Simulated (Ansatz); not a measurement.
# BSiH (singlet): from Hartree-Fock to the top rungs at distance Si1–B2 = 2.593 Å, 6-31G

One table from this session's results is given with a row withheld; the runs are named, their logs left out.

Program: Ansatz 0.2.0, Gaussian basis. Level of theory: 6-31G, core rule «outside noble gas», up to 6 orbitals frozen. These are calculated values, not measurements.

To be run: UHF; CCSD(T) on RHF; CCSD(T) on UHF; BCCD(T) on RHF; CISD; CCSDT(Q) on RHF; CCSDT(Q) on UHF; CISDTQ; CCSDTQ on RHF; CCSDTQ on UHF; CASSCF and MRCISD+Q, 2 electrons in 2 orbitals; CASSCF and NEVPT2, 2 electrons in 2 orbitals; CASSCF and MRCISD+Q, 8 electrons in 9 orbitals; CASSCF and NEVPT2, 8 electrons in 9 orbitals; Full CI.

26 further runs of the same task are left out: 2 for a known fault of the program, 17 that didn't finish, 7 set aside as unsound or not needed.

## The system

The geometry derives from a PBE0/def2-TZVP stationary point (not a proven minimum). One bond is set to the value named and the two fragments are kept rigid.

3 atoms, charge 0, spin multiplicity 1.

Atoms are counted from 1 here; the program's logs count them from 0.

Bond lengths: B2–H3 1.186 Å.

The first run:

Contents of in.yaml:

```yaml
crystal:
  periodic: [false, false, false]
  atoms:
    - {symbol: Si, position_ang: [0.000000, 0.000000, 2.123989]}
    - {symbol: B, position_ang: [0.000000, 0.000000, -0.469011]}
    - {symbol: H, position_ang: [0.000000, 0.000000, -1.654977]}
basis:
  gaussian: {orbitals: 6-31G}
magnetization: {spin_polarized: true, initial_magnetization: 0}
hamiltonian: {xc: hf}
output: {orbitals: {seedname: orbitals}}
```

Started as:

```sh
ansatz run in.yaml --threads 1 --pin off --events-out ev --progress --plain --max-ram 2393MiB
```

Among the steps run: UHF; CCSD(T) on RHF; CCSD(T) on UHF; BCCD(T) on RHF; CISD; CCSDT(Q) on RHF; CCSDT(Q) on UHF; CISDTQ; CCSDTQ on RHF; CCSDTQ on UHF; CASSCF and MRCISD+Q, 2 electrons in 2 orbitals; CASSCF and NEVPT2, 2 electrons in 2 orbitals; CASSCF and MRCISD+Q, 8 electrons in 9 orbitals; CASSCF and NEVPT2, 8 electrons in 9 orbitals; Full CI.

One table of the session follows, with a row left open; its other results are not shown here.

```
          method  from FCI (meV)
             RHF         +3806.3
            RMP2         +1513.6
            CISD          +697.4
           RCCSD               ?
        RCCSD(T)           +95.4
         BCCD(T)          +145.3
          RCCSDT           +74.9
          CISDTQ           +76.4
       RCCSDT(Q)           +26.6
         RCCSDTQ            +7.9
  CASSCF valence          +842.8
  NEVPT2 valence          +250.0
  MRCISD valence           +23.7
MRCISD+Q valence            +4.0
             FCI               0
```

Estimate the missing values for RCCSD.

As computed: from FCI (meV): +344.2. In the column «from FCI (meV)» it lies between NEVPT2 valence (+250.0) and CISD (+697.4).

Among the levels timed on like hardware and quicker than the yardstick, those that no quicker one beats, quickest first: RCCSD(T) (0.33 s, +95.4 meV); RCCSDT(Q) (0.9 s, +26.6 meV); MRCISD+Q valence (8.5 s, +4.0 meV).

Left out of the table: CASSCF pair, NEVPT2 pair, MRCISD pair, MRCISD+Q pair (the active space lost an orbital or holds another state than full CI finds).

To keep in mind: The report flags that the cluster equations may have other roots. The yardstick is full CI for this spin, exact in this basis with these frozen cores. Left out of the table: UHF, UMP2, UCCSD, UCCSD(T), UCCSDT, UCCSDT(Q), UCCSDTQ (another determinant or state than the rows shown). The program flags BCCD(T), RCCSDTQ as in doubt, so those rows may rest on another solution; read them beside their warnings. With 2.2 effectively unpaired electrons against 0 the state is strongly multireference. Of the multireference levels listed MRCISD+Q valence comes nearest in total energy (+4.0 meV), which doesn't show that its space is the better one. Warnings in the runs' records: large difference, other roots.
